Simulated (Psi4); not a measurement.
Psi4 input (wB97X-D/6-31G*):

```
memory 1500 MB

molecule {
1 2
C     0.00294306    1.39046446    0.00403829
C     1.20564233    0.69266801    0.00734657
C     1.20269927   -0.69779645    0.00330827
C    -0.00294306   -1.39046446   -0.00403829
C    -1.20564233   -0.69266801   -0.00734657
C    -1.20269927    0.69779645   -0.00330827
H     0.00523441    2.47302785    0.00718236
H     2.14431017    1.23195330    0.01306633
H     2.13907575   -1.24107455    0.00588397
H    -0.00523441   -2.47302785   -0.00718236
H    -2.14431017   -1.23195330   -0.01306633
H    -2.13907575    1.24107455   -0.00588397
symmetry c1
no_reorient
no_com
}

set {
  basis 6-31G*
  reference uks
  scf_type pk
  dft_radial_points 99
  dft_spherical_points 590
  e_convergence 1e-8
  d_convergence 1e-7
  maxiter 150
}

e = energy('wb97x-d')
print_out(f'\nFINAL {e:.10f} DIPOLE {variable("CURRENT DIPOLE")[0]:.6f} {variable("CURRENT DIPOLE")[1]:.6f} {variable("CURRENT DIPOLE")[2]:.6f}\n')
```

Task: Predict the final energy.

Result: -231.83007 Eh.
